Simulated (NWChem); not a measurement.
# A calculation on chloromethane (CH3Cl)

```xyz
5

C      1.1279    -0.0568     0.0000
Cl    -0.6610     0.0333     0.0000
H      1.4635    -0.5967     0.9046
H      1.4635    -0.5967    -0.9046
H      1.5423     0.9682     0.0000
```
Charge 0, spin multiplicity 1.

All runs are NWChem calculations. The geometry was optimised at PBE/def2-SVP, a minimum by its harmonic frequencies.

Symmetry labels belong to the abelian group Cs used in the runs, with the axes of the coordinates shown; states degenerate in a higher group split over its labels.

Q: List the lowest 4 singlet excitations that TD-PBE/aug-cc-pVDZ gives, with oscillator strengths.

A: 
| state | symmetry | energy (eV) | wavelength (nm) | f |
|---|---|---|---|---|
| 1 | a" | 6.39 | 194 | 0.001 |
| 2 | a' | 6.39 | 194 | 0.001 |
| 3 | a" | 6.91 | 179 | 0.021 |
| 4 | a' | 6.91 | 179 | 0.021 |
